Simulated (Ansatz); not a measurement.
**H2O, singlet: reading a ladder of total energies**

Geometry: MP2(full)/6-31G*, from the G2/97 set.

```xyz
3

O     0.0000    0.0000    0.0667
H     0.0000    0.7632   -0.5296
H     0.0000   -0.7632   -0.5296
```

Basis STO-3G; Ansatz 0.2.0. Only valence electrons are correlated (noble-gas cores frozen), which leaves 8 electrons in 6 orbitals. Prefix R: restricted or restricted open-shell reference.

Full CI is exact within this basis and frozen core; it isn't the basis-set limit.

Runs differ by some tens of microhartree through their thresholds, so steps under 0.03 kcal/mol mean nothing.

| level | total energy (hartree) |
| --- | --- |
| RHF | -74.964405 |
| RMP2 | -75.000818 |
| RCCSD | -75.015230 |
| RCCSD(T) | -75.015299 |
| RCCSDT | -75.015325 |
| RCCSDT(Q) | -75.015343 |
| RCCSDTQ | -75.015352 |
| full CI | -75.015352 |

Task: What is the correlation energy at full CI, and what share of it do RMP2 and RCCSD recover?

Result: E(corr) = -75.015352 − (-74.964405) = -0.050947 hartree = -1.386 eV. RMP2: -0.036413 / -0.050947 = 71.47 %. RCCSD: -0.050825 / -0.050947 = 99.76 %.

Task: By how many kcal/mol does RCCSD(T) miss full CI (1 hartree = 627.509 kcal/mol), and which steps make up the rest?

Result: -75.015299 − (-75.015352) = 0.000053 hartree = 0.03 kcal/mol. Steps: RCCSDT − RCCSD(T) = -0.02, RCCSDT(Q) − RCCSDT = -0.01, RCCSDTQ − RCCSDT(Q) = -0.01, full CI − RCCSDTQ = 0.00 kcal/mol. That is within 1 kcal/mol of the reference in this basis, which itself misses far more of the correlation at the basis-set limit.
